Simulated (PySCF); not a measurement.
Work out the structure from these simulated measurements.

Elements present: C and H. Monoisotopic mass: 54.0470 u.

- 1H NMR: chemical shifts (computed TMS as zero) by class: 6.63 (1 H), 2.37 (3 H), 0.89 (2 H) ppm [GIAO PBE0/pcSseg-1]
- 13C NMR: chemical shifts (computed TMS as zero) by class: 126.5 (1 C), 107.5 (1 C), 15.4 (1 C), 8.7 (1 C) ppm [GIAO PBE0/pcSseg-1]
- Couplings: largest of the computed one-bond spin–spin couplings (means over like bonds): 13C–1H +236.5, 13C–1H +170.7 (×2), 13C–1H +134.9 (×3), 13C–13C +71.5, 13C–13C +60.5, 13C–13C +11.4, 13C–13C +11.2 Hz [B3LYP/pcJ-1, spin–dipole term left out]
- Triplet: lowest triplet excitation (Tamm–Dancoff): 4.12 eV [TDA PBE0/def2-SVPD]
- Dipole: 0.90 D [PBE0/def2-SVPD]
- Polarisability: 46.4 au [PBE0/def2-SVPD]
- Rotational structure: rotational constants A, B, C: 20.834, 6.425, 5.238 GHz [GFN2-xTB]
- UV, first state: lowest singlet excitation: 6.48 eV (191 nm, f = 0.127) [TDDFT PBE0/def2-SVPD]

Gas-phase values; electronic properties from PySCF, density fitting. Levels stand in brackets. Geometry: GFN2-xTB; no solvent, vibrations or thermal averaging. NMR values are class means; diastereotopic atoms form classes of their own.

Task: Which formula fits the mass and the elements?

Result: C4H6 (calculated 54.0470). No other formula that holds each of these elements comes within 0.0003 u with a fitting electron parity and a possible valence count.

Task: What is the compound? Reason from the data.

Result: Numbering: `[CH3:1][C:2]1=[CH:3][CH2:4]1`. Its formula, C4H6, gives 2 degrees of unsaturation: 1 ring and 1 π bond in the structure found. 4 carbons fall into 4 classes; from least to most shielded: fully substituted alkene carbon [C2] (126.5 ppm), alkene CH carbon [C3] (107.5 ppm), allylic carbon [C1] (15.4 ppm), allylic carbon [C4] (8.7 ppm). Hydrogen classes from least to most shielded: 1 H on an alkene CH carbon, C3 (6.63 ppm), 3 H on an allylic carbon, C1 (2.37 ppm), 2 H on an allylic carbon, C4 (0.89 ppm). The couplings run between: +236.5 Hz, alkene CH carbon [C3] and its hydrogen; +170.7 Hz, allylic carbon [C4] and its hydrogen (with 1 like pair); +134.9 Hz, allylic carbon [C1] and its hydrogen (with 2 like pairs); +71.5 Hz, fully substituted alkene carbon [C2] and alkene CH carbon [C3]; +60.5 Hz, allylic carbon [C1] and fully substituted alkene carbon [C2]; +11.4 Hz, alkene CH carbon [C3] and allylic carbon [C4]; +11.2 Hz, fully substituted alkene carbon [C2] and allylic carbon [C4]. The optimised geometry has point group Cs and is an asymmetric top. Structure: `CC1=CC1` (1-methylcyclopropene). Computed isomers that give other values at the same levels: `C=CC=C` (13C chemical shifts (computed TMS as zero) by class: 146.7 (2 C), 125.3 (2 C) ppm); `C#CCC` (13C chemical shifts (computed TMS as zero) by class: 90.4 (1 C), 74.3 (1 C), 16.8 (1 C), 15.2 (1 C) ppm); `C=C=CC` (13C chemical shifts (computed TMS as zero) by class: 221.3 (1 C), 91.0 (1 C), 77.8 (1 C), 18.0 (1 C) ppm). The assignments are read from this structure; whether some other isomer fits the data as well wasn't checked.
